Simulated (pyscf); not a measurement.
Single points on ωB97X-D3(BJ)/def2-SVP structures (PySCF, gas phase).

**Question.** Estimate the classical barrier height and the reaction energy of Cl–CH•–Cl (SMILES Cl[CH]Cl) + CH₄ (SMILES C) -> Cl–CH₂–Cl (SMILES ClCCl) + CH₃• (SMILES [CH3]) at ωB97M-D3(BJ)/def2-TZVP. The step runs on the doublet surface, breaks C–H and forms C–H; take the separated reactants as zero.

**Answer.** ΔE‡ = 21.1 kcal/mol, ΔE = +10.2 kcal/mol. Zero-point energy shifts the barrier by -1.7 kcal/mol. It is a hydrogen abstraction, with an imaginary mode of 1806i cm⁻¹. One saddle was located; it need not be the lowest between these sides. The angle at the transferred H is 175°.
